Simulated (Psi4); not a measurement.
# M06-L/def2-SVPD run of C2H3B (BH2(CCH))

What is the vertical electron affinity of C2H3B (BH2(CCH)) at M06-L/def2-SVPD? 

Program for the calculation: Psi4 1.11.

### Step 1. The system as given

C2H3B has 6 atoms, charge 0, and is taken as a singlet. SMILES: `[H]B([H])C#C`. The coordinates come from a GFN2-xTB relaxation.

Bond lengths: B1–C4 1.497 Å, C4–C5 1.207 Å, B1–H2 1.170 Å, B1–H3 1.170 Å, C5–H6 1.052 Å. Angles: B1–C4–C5 179.9°, H2–B1–C4 119.5°, H3–B1–C4 119.5°, C4–C5–H6 179.8°, H2–B1–H3 121.0°.

### Step 2. Energy and gradient at M06-L/def2-SVPD

job.json reads:

```json
{
  "schema_name": "qcschema_input",
  "schema_version": 1,
  "molecule": {
    "schema_name": "qcschema_molecule",
    "schema_version": 2,
    "symbols": ["B", "H", "H", "C", "C", "H"],
    "geometry": [1.07336444, 1.85487957, 0.01012893, 3.27619929, 1.8367382, 0.18961512, -0.03992991, 3.75717238, -0.16236527, -0.34336324, -0.59295826, -0.00100155, -1.48320824, -2.56857244, -0.01298242, -2.48308123, -4.28724056, -0.02341371],
    "molecular_charge": 0,
    "molecular_multiplicity": 1,
    "fix_symmetry": "c1"
  },
  "driver": "gradient",
  "model": {
    "method": "m06-l",
    "basis": "def2-SVPD"
  },
  "keywords": {
    "puream": true,
    "e_convergence": 1e-09,
    "d_convergence": 1e-08,
    "scf_type": "pk",
    "dft_radial_points": 99,
    "dft_spherical_points": 590,
    "scf_properties": ["DIPOLE", "MULLIKEN_CHARGES", "WIBERG_LOWDIN_INDICES"]
  }
}
```

Run with:

```sh
$ psi4 --qcschema job.json -n 1 --memory 1600MB
```

stdout:

```text
[...]
  Running in c1 symmetry.
[...]
  Nuclear repulsion =   47.010411230103529
[...]
  Multiplicity = 1
[...]
  Nalpha       = 10
  Nbeta        = 10
[...]
    Number of basis functions: 84
[...]
   @RKS iter   1:  -102.48445634704305   -4.93004e-01   6.65932e-03 DIIS/ADIIS
[...]
   @RKS iter  11:  -102.68723445689265   -1.77920e-11   5.75867e-09 DIIS
[...]
    Orbital Energies [Eh]
    ---------------------
    Doubly Occupied:
       1A    -10.082776     2A    -10.061735     3A     -6.674383
       4A     -0.714106     5A     -0.547515     6A     -0.479913
       7A     -0.367841     8A     -0.343945     9A     -0.291415
      10A     -0.259492
[...]
  @RKS Final Energy:  -102.68723445689265
   => Energetics <=
    Nuclear Repulsion Energy =             47.0104112301035286
    One-Electron Energy =                -229.2678027609436526
    Two-Electron Energy =                  95.5010183080081845
    DFT Exchange-Correlation Energy =     -15.9308612340607088
    Empirical Dispersion Energy =           0.0000000000000000
    VV10 Nonlocal Energy =                  0.0000000000000000
    Total Energy =                       -102.6872344568926536
[...]
 Multipole Moments:
 ------------------------------------------------------------------------------------
     Multipole            Electronic (a.u.)      Nuclear  (a.u.)        Total (a.u.)
 ------------------------------------------------------------------------------------
 L = 1.  Multiply by 2.5417464519 to convert [e a0] to [Debye]
 Dipole X            :         -0.2466758            0.0735954           -0.1730804
 Dipole Y            :         -0.4285143            0.1311336           -0.2973807
 Dipole Z            :          0.0000930           -0.0018526           -0.0017596
 Magnitude           :                                                    0.3440861
[...]
  Mulliken Charges: (a.u.)
   Center  Symbol    Alpha    Beta     Spin     Total
       1     B     2.54083  2.54083  0.00000 -0.08166
       2     H     0.51273  0.51273  0.00000 -0.02545
       3     H     0.51292  0.51292  0.00000 -0.02585
       4     C     2.72710  2.72710  0.00000  0.54580
       5     C     3.16883  3.16883  0.00000 -0.33766
       6     H     0.53759  0.53759  0.00000 -0.07518
   Total alpha = 10.00000, Total beta = 10.00000, Total charge = -0.00000
  Wiberg Bond Indices using Orthogonal Lowdin Orbitals:
[...]
  -Total Gradient:
     Atom            X                  Y                   Z
    ------   -----------------  -----------------  -----------------
       1        0.005887275017     0.009830760975     0.000076275572
       2       -0.014164031099    -0.001307522764    -0.001111611110
       3        0.005827798466    -0.012797225148     0.001006539274
       4       -0.013364658570    -0.022969901563    -0.000109692124
       5        0.007687298144     0.013122682593     0.000052553851
       6        0.008118743468     0.014107327483     0.000084698983
[...]
```

The result, in JSON:

```text
{
 "driver": "gradient",
 "model": {
  "method": "m06-l",
  "basis": "def2-SVPD"
 },
 "success": true,
 "return_result": [0.005887275017000246, 0.00983076097497676, 7.627557158436339e-05, -0.014164031098929192, -0.0013075227638935111, -0.001111611110403088, 0.005827798465943834, -0.012797225147758745, 0.001006539274158138, -0.013364658570215352, -0.022969901563183622, -0.00010969212431622874, 0.007687298143844709, 0.0131226825926814, 5.25538510163983e-05, 0.008118743467754513, 0.01410732748261126, 8.469898322261619e-05],
 "properties": {
  "calcinfo_nbasis": 84,
  "calcinfo_nmo": 84,
  "calcinfo_nalpha": 10,
  "calcinfo_nbeta": 10,
  "calcinfo_natom": 6,
  "nuclear_repulsion_energy": 47.01041123010353,
  "return_energy": -102.68723445689265,
  "return_gradient": [0.005887275017000246, 0.00983076097497676, 7.627557158436339e-05, -0.014164031098929192, -0.0013075227638935111, -0.001111611110403088, 0.005827798465943834, -0.012797225147758745, 0.001006539274158138, -0.013364658570215352, -0.022969901563183622, -0.00010969212431622874, 0.007687298143844709, 0.0131226825926814, 5.25538510163983e-05, 0.008118743467754513, 0.01410732748261126, 8.469898322261619e-05],
  "scf_one_electron_energy": -229.26780276094365,
  "scf_two_electron_energy": 95.50101830800818,
  "scf_xc_energy": -15.930861234060709,
  "scf_dipole_moment": [-0.1730803792321104, -0.29738073603394044, -0.0017596483385959281],
  "scf_total_energy": -102.68723445689265,
  "scf_total_gradient": [0.005887275017000246, 0.00983076097497676, 7.627557158436339e-05, -0.014164031098929192, -0.0013075227638935111, -0.001111611110403088, 0.005827798465943834, -0.012797225147758745, 0.001006539274158138, -0.013364658570215352, -0.022969901563183622, -0.00010969212431622874, 0.007687298143844709, 0.0131226825926814, 5.25538510163983e-05, 0.008118743467754513, 0.01410732748261126, 8.469898322261619e-05],
  "scf_iterations": 11
 }
}
```

It took 24 s on 1 thread of AMD EPYC 9R45 (Zen 5), shared host; peak memory 0.95 GiB.

### Step 3. The doublet anion: a single-point energy at UM06-L/def2-SVPD

calc.inp reads:

```
memory 1.6 GB

molecule geom {
  -1 2
  B
  H 1 1.169592
  H 1 1.169936 2 121.01588
  C 1 1.49666 2 119.50238 3 179.95487
  C 4 1.206993 2 153.77224 1 179.81391
  H 5 1.052208 2 162.91536 1 179.91014
  symmetry c1
  no_reorient
  no_com
}

set {
  reference            uks
  puream               true
  e_convergence        1e-09
  d_convergence        1e-08
  scf_type             pk
  dft_radial_points    99
  dft_spherical_points 590
  maxiter              200
}

e_tot, wfn = energy('m06-l/def2-SVPD', return_wfn=True)
oeprop(wfn, 'WIBERG_LOWDIN_INDICES', 'LOWDIN_CHARGES', 'MULLIKEN_CHARGES', title='M06-L')
```

Run with:

```sh
$ psi4 -n 1 calc.inp calc.out
```

calc.out, cut to the lines that bear on the results:

```text
[...]
  Running in c1 symmetry.
[...]
  Nuclear repulsion =   47.010409741345271
[...]
  Multiplicity = 2
[...]
  Nalpha       = 11
  Nbeta        = 10
[...]
    Number of basis functions: 84
[...]
   @UKS iter   1:  -102.30928314130313   -3.17831e-01   8.67070e-03 DIIS/ADIIS
[...]
   @UKS iter  14:  -102.69694056834531   -4.91696e-12   6.45953e-09 DIIS
[...]
   @S^2 Observed:                7.603782816E-01
[...]
  @UKS Final Energy:  -102.69694056834531
   => Energetics <=
    Nuclear Repulsion Energy =             47.0104097413452706
    One-Electron Energy =                -234.1277034455657429
    Two-Electron Energy =                 100.5799221590196169
    DFT Exchange-Correlation Energy =     -16.1595690231444742
    Empirical Dispersion Energy =           0.0000000000000000
    VV10 Nonlocal Energy =                  0.0000000000000000
    Total Energy =                       -102.6969405683453118
[...]
 Multipole Moments:
 ------------------------------------------------------------------------------------
     Multipole            Electronic (a.u.)      Nuclear  (a.u.)        Total (a.u.)
 ------------------------------------------------------------------------------------
 L = 1.  Multiply by 2.5417464519 to convert [e a0] to [Debye]
 Dipole X            :         -0.0000198            0.0021488            0.0021290
 Dipole Y            :         -1.2503599            0.1319445           -1.1184153
 Dipole Z            :         -0.7056408            0.0721228           -0.6335180
 Magnitude           :                                                    1.2853802
[...]
  Mulliken Charges: (a.u.)
   Center  Symbol    Alpha    Beta     Spin     Total
       1     B     3.62467  2.83871  0.78597 -1.46338
       2     H     0.35800  0.42474 -0.06673  0.21726
       3     H     0.35808  0.42482 -0.06674  0.21709
       4     C     2.68959  2.81815 -0.12856  0.49226
       5     C     3.23661  2.73221  0.50440  0.03117
       6     H     0.73304  0.76137 -0.02833 -0.49441
   Total alpha = 11.00000, Total beta = 10.00000, Total charge = -1.00000
  Lowdin Charges: (a.u.)
   Center  Symbol    Alpha    Beta     Spin     Total
[...]
```

Run time: 47 s. Hardware: 1 thread of AMD EPYC 9R45 (Zen 5), shared host; peak memory 0.95 GiB.

### Step 4. Summary of results

At M06-L/def2-SVPD:

```
                                         quantity          value
                      singlet C2H3B: total energy  -102.68723 Eh
                     singlet C2H3B: dipole moment         0.87 D
                       singlet C2H3B: HOMO energy       -7.06 eV
                       singlet C2H3B: LUMO energy       -2.85 eV
                     singlet C2H3B: HOMO–LUMO gap        4.21 eV
          singlet C2H3B: largest force on an atom     1.367 eV/Å
                      doublet anion: total energy  -102.69694 Eh
doublet anion: HOMO energy (highest over α and β)        2.45 eV
 doublet anion: LUMO energy (lowest over α and β)        4.23 eV
                              doublet anion: ⟨S²⟩          0.760
vertical electron affinity (to the doublet anion)       0.264 eV
```

What this shows: At fixed nuclei the extra electron is bound by 0.26 eV (25.5 kJ/mol). The largest force (singlet C2H3B) is 1.37 eV/Å: the shape isn't a stationary point for this species at this level. The HOMO (doublet anion) lies at positive energy, 2.45 eV, as semi-local functionals often give for anions; only total energies tell whether the electron is bound.
